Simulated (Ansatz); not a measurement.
# Sodium, bcc: convergence with the k-point mesh

Computed with Ansatz, r²SCAN, scalar-relativistic PAW, on the relaxed cell (a = 4.225 Å; spin not included). Errors count from a run at 500 eV on a Γ-centred 17×17×17 mesh with Fermi-Dirac smearing of 0.1 eV, extrapolated to zero width. Fixed here: cutoff 500 eV, Fermi-Dirac width 0.1 eV. The SCF starts from atomic densities corrected by a trained network.

```csv
k-mesh,E(σ→0) error (meV/atom),P (GPa),SCF iterations
2×2×2,975.5,1.97,6
3×3×3,-154.2,-0.36,6
4×4×4,106.4,0.30,6
5×5×5,0.0,0.02,6
7×7×7,-2.4,0.00,6
9×9×9,-5.6,-0.01,6
11×11×11,-2.9,0.00,6
15×15×15,0.6,0.01,6
```

Within 5 meV/atom of the last row: from 11×11×11 on.
